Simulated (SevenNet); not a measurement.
2H MoTe2

The numbers are results of the machine-learned potential SevenNet-0 (trained on PBE and PBE+U data), not measurements.

Cell: relaxed at this level.

For 2H MoTe2, the lattice constant a is 3.557 Å. The lattice parameter c comes out as 16.052 Å.

Measured, for comparison: lattice constant a 3.518 Å, lattice parameter c 13.974 Å (300 K, no zero-point or thermal correction; as tabulated in arXiv:1605.07067). Computed (rounded) less measured: lattice constant a +1.1 %, lattice parameter c +14.9 %.

A machine-learned potential is trained on density-functional data: it inherits that level's misses and adds fitting errors of its own.

Note: the model's c/a of 4.51 is far from the 3.97 of the starting cell; this model's volume lies 17 % above that of the starting cell (a measured, published or database cell).
